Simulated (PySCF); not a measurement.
## LiSi: frontier orbitals

PBE0 at R = 2.106 Å; Li STO-3G, Si STO-3G; no relativity (PySCF 2.14). State: ⁴Σ⁻ (quartet), unpaired electrons σ ↑, π ↑↑. Only the outer orbitals are listed, counted within each symmetry.

| spin | orbital | occ. | ε (eV) | on Li (%) | main shells (%) |
| --- | --- | --- | --- | --- | --- |
| α | 4σ | 1 | -51.13 | 100 | 100 Li s |
| α | 5σ | 1 | -11.27 | 14 | 86 Si s |
| α | 6σ | 1 | -3.66 | 39 | 57 Si p, 34 Li s |
| α | 2π | 1 | -2.89 | 38 | 62 Si p, 38 Li p |
| α | 2π | 1 | -2.89 | 38 | 62 Si p, 38 Li p |
| α | 7σ | 0 | 0.44 | 88 | 47 Li s, 41 Li p, 12 Si p |
| α | 3π | 0 | 2.95 | 62 | 62 Li p, 38 Si p |
| α | 3π | 0 | 2.95 | 62 | 62 Li p, 38 Si p |
| β | 4σ | 1 | -50.73 | 100 | 100 Li s |
| β | 5σ | 1 | -8.34 | 16 | 84 Si s, 8 Li p |
| β | 6σ | 0 | 0.46 | 58 | 58 Li s, 35 Si p |
| β | 2π | 0 | 0.92 | 54 | 54 Li p, 46 Si p |
| β | 2π | 0 | 0.92 | 54 | 54 Li p, 46 Si p |

Problem. Which are the highest filled and the lowest empty level, where do they sit, and how wide is the gap?

Solution. Highest filled α 2π at -2.89 eV (in %: 62 Si p, 38 Li p); lowest empty α 7σ at 0.44 eV (in %: 47 Li s, 41 Li p, 12 Si p); the gap at PBE0 is 3.33 eV. An empty level above zero is unbound, and its energy depends on the basis.

The bond order (Mayer) is 1.73 and the ⟨S²⟩ is 3.751. The charge on Li (Mulliken, basis-dependent) is -0.43, the charge on Li (Löwdin, basis-dependent) is -0.58 and the dipole moment (positive dipole means Li(−)Si(+)) is 0.60 D. The polarisability along the bond is 54.4 bohr³. The polarisability across the bond is 34.9 bohr³.

STO-3G is very small, so such numbers show the basis as much as the molecule. The state was picked by a PBE0 search and need not be the measured ground state.
